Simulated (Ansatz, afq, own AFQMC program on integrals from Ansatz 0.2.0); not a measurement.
Integrals from Ansatz 0.2.0, then the random walk in our own AFQMC program (afq).

```yaml
crystal:
  periodic: [false, false, false]
  atoms:
    - {symbol: Si, position_ang: [0.000000, -0.046606, 1.510374]}
    - {symbol: Al, position_ang: [0.000000, -0.015284, -1.587443]}
    - {symbol: H, position_ang: [0.000000, 1.707769, 0.408799]}
basis:
  gaussian: {orbitals: 6-31G}
magnetization: {spin_polarized: true, initial_magnetization: 2}
correlation: {method: ccsd_t, electrons: outside_noble_gas, hamiltonian_folder: ham}
```

```sh
$ ansatz run in.yaml --threads 1 --pin off --events-out ev --progress --plain --max-ram 24576MiB --backend cuda --devices 0, --max-vram 18GiB
```

Options of the walk:

```
--method phaseless --trial hf --walkers 4000 --populations 20 --least-time 40 --time-step 0.005 --steps-per-block 20 --equilibration-blocks 160 --max-blocks 4000 --target-error 0.0017000 --factor-cut 1e-05 --start spin_pure --seed 5542 --taylor-order 6
```

Times are imaginary, in 1/Eh. The walk had a cap of 49 s. With eight or more populations the least sampling time is a fifth of least-time, and the error comes from their spread.

Log:

```
orbitals 18  electrons 5 3  factors 107 of 310
reference energy -531.25850514 Eh
CCSD correlation -0.09182031 Eh in 15 cycles, weight of the determinant in the CISD state 0.8523
energy of the start -531.259803 Eh
 block  time / (1/Eh)  mean weight  energy / Eh
     1     0.100  1.0002  -531.267251
     2     0.200  1.0002  -531.273939
     3     0.300  1.0003  -531.279827
     4     0.400  1.0002  -531.285600
     5     0.500  1.0003  -531.290891
     7     0.700  1.0003  -531.299419
     9     0.900  1.0001  -531.305776
    13     1.300  1.0001  -531.317168
    25     2.500  1.0001  -531.335974
    37     3.700  0.9999  -531.341531
    49     4.900  1.0000  -531.347037
    61     6.100  1.0001  -531.347487
    73     7.300  1.0000  -531.346640
    85     8.500  1.0000  -531.349646
    97     9.700  1.0001  -531.353376
   109    10.900  1.0000  -531.347934
   121    12.100  1.0000  -531.349921
   133    13.300  1.0001  -531.349595
   145    14.500  1.0001  -531.351409
   157    15.700  0.9999  -531.350415
   169    16.900  0.9997  -531.351037
   181    18.100  0.9999  -531.352816
   193    19.300  0.9998  -531.350372
   205    20.500  1.0003  -531.351871
   217    21.700  0.9999  -531.354303
   229    22.900  1.0000  -531.350929
   235    23.500  0.9998  -531.355189
error from the spread of 20 populations
energy -531.351872 +/- 0.000716 Eh
(rows thinned)
```

The run passed its tests (sampling time, drift between the halves within three errors, error under three times the target), which doesn't prove that it has relaxed.

Against this walk (error 19.5 meV) on the same determinant: CCSD(T) 41.1 meV lower, CCSDT(Q) 87.7 meV lower, CCSDTQ 87.7 meV lower, full CI 87.9 meV lower, a separate phaseless walk with a CISD trial and standard settings 62.4 ± 19.7 meV lower. The error is statistical and leaves out the bias of the constraint. Full CI is exact here, so the walk's 88 meV above it is the walk's own error: the bias of the constraint with this trial.

Cautions: constraint bias not in the error; lower spins were not checked; raised T1 diagnostic (T1 0.045, weight of the determinant 0.85, largest double 0.13); unrestricted determinant slightly spin contaminated (⟨S²⟩ 2.07 against 2.00).

The walk took 33 s on 1 × NVIDIA H100 80GB HBM3 with 2 threads of AMD EPYC 7R13 Processor (Zen 3) (shared host) (the card was shared). The log's last line is the phaseless energy.

CCSDT and higher add their correlation energy to the determinant of the CCSD(T) run, since their own runs factorise the integrals more tightly (a shift of under 2 meV). A walk keeps the symmetry of its determinant, which the program's search chose and which needn't be the lowest solution, so a lower state of the same spin and another symmetry isn't excluded.
